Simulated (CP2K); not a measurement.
# C4H2 (1,3-butadiyne), step by step, part 2 of 2

CP2K 2026.2.

**4. The doublet cation: energy and forces at UHF/def2-TZVP (run 4)**

run.inp

```
&FORCE_EVAL
  METHOD QS
  &DFT
    BASIS_SET_FILE_NAME ./def2_tzvp.basis
    POTENTIAL_FILE_NAME POTENTIAL
    CHARGE 1
    MULTIPLICITY 2
    UNRESTRICTED_KOHN_SHAM T
    &QS
      METHOD GAPW
      EPS_DEFAULT 1.0E-10
    &END QS
    &MGRID
      CUTOFF 280
      REL_CUTOFF 50
      NGRIDS 4
    &END MGRID
    &POISSON
      PERIODIC NONE
      POISSON_SOLVER MULTIPOLE
    &END POISSON
    ! SCF settings
    &SCF
      SCF_GUESS ATOMIC
      EPS_SCF 1.0E-06
      MAX_SCF 50
      &OT
        MINIMIZER CG
        PRECONDITIONER FULL_ALL
      &END OT
      &OUTER_SCF
        EPS_SCF 1.0E-06
        MAX_SCF 8
      &END OUTER_SCF
    &END SCF
    ! exchange and correlation
    &XC
      &XC_FUNCTIONAL NONE
      &END XC_FUNCTIONAL
      ! exact exchange
      &HF
        FRACTION 1
        &SCREENING
          EPS_SCHWARZ 1.0E-09
        &END SCREENING
        &MEMORY
          MAX_MEMORY 1750
        &END MEMORY
      &END HF
    &END XC
    ! extra output
    &PRINT
      &MOMENTS
        PERIODIC F
        REFERENCE COM
        MAX_MOMENT 1
      &END MOMENTS
      &MO_CUBES
        NLUMO 1
        NHOMO -1
        WRITE_CUBE F
      &END MO_CUBES
      &HIRSHFELD OFF
      &END HIRSHFELD
    &END PRINT
  &END DFT
  ! structure
  &SUBSYS
    ! box in angstrom
    &CELL
      ABC 11.4 10.4 8.8
      PERIODIC NONE
    &END CELL
    &COORD
      C      7.115340     4.097575     4.974805
      C      6.209780     4.799455     4.605415
      C      5.186120     5.594235     4.192425
      C      4.281500     6.298615     3.825595
      H      7.905800     3.486885     5.292915
      H      3.494200     6.913115     3.507085
    &END COORD
    &KIND C
      BASIS_SET def2-TZVP
      POTENTIAL ALL
    &END KIND
    &KIND H
      BASIS_SET def2-TZVP
      POTENTIAL ALL
    &END KIND
  &END SUBSYS
  ! extra output
  &PRINT
    &FORCES ON
    &END FORCES
  &END PRINT
&END FORCE_EVAL
&GLOBAL
  PROJECT_NAME run
  RUN_TYPE ENERGY_FORCE
  PRINT_LEVEL MEDIUM
&END GLOBAL
```

Command:

```sh
$ OMP_NUM_THREADS=2 cp2k.psmp run.inp > run.out
```

Output, shortened:

```text
[...]
 DFT| Charge                                                                   1
[...]
 QS| Method:                                                                GAPW
[...]
 QS| Density cutoff [a.u.]:                                                140.0
[...]
 QS| Relative density cutoff [a.u.]:                                        25.0
[...]
                             - Atoms:                                          6
[...]
                             - Spherical basis functions:                    136
[...]
 Number of electrons:                                                         13
[...]
  *** SCF run converged in    46 steps ***
[...]
  Overlap energy of the core charge distribution:               0.00013440240686
  Self energy of the core charge distribution:               -119.27193439394364
  Core Hamiltonian energy:                                    -29.08065950509507
  Hartree energy:                                              49.41283336928215
  Exchange-correlation energy:                                  0.00000000000000
  Hartree-Fock Exchange energy:                               -21.09450443517794
[...]
 ENERGY| Total FORCE_EVAL ( QS ) energy [hartree]           -152.231641983794731
[...]
```

Wall time 3 min (2 threads of Arm Neoverse V1, shared host); peak memory 0.9 GiB.

**5. All runs side by side**

```
run          level  cutoff  iteration cap  partner    energy (Eh)  HOMO energy (eV)  LUMO energy (eV)  largest force (eV/Å)  wall time
  1   HF/def2-TZVP     200             80     base    -152.556296            -10.07              2.87                 3.578       28 s
  2  UHF/def2-TZVP     200             50   cation  not converged                 –                 –                     –     11 min
  3   HF/def2-TZVP     280             80     base    -152.555570            -10.07              2.87                 3.493       29 s
  4  UHF/def2-TZVP     280             50   cation    -152.231642            -17.02             -7.68                 2.977      3 min
```

**6. What came out**

What follows sums up all 2 parts.

| quantity | value |
| --- | --- |
| doublet cation, run 4: total energy | -152.23164 Eh |
| doublet cation, run 4: HOMO energy (highest over α and β) | -17.02 eV |
| doublet cation, run 4: LUMO energy (lowest over α and β) | -7.68 eV |
| doublet cation, run 4: ⟨S²⟩ | 0.894 |
| doublet cation, run 4: largest force on an atom | 2.977 eV/Å |
| vertical ionisation energy (to the doublet cation) | 8.815 eV |

Removing an electron at fixed nuclei costs 8.81 eV (203 kcal/mol). −ε(HOMO) before ionisation, 10.07 eV, is 1.26 eV above this ionisation energy. Spin contamination of the reference: run 4 ⟨S²⟩ = 0.89. All runs together took 15 min, the longest 11 min. 1 of the 4 runs did not end normally.
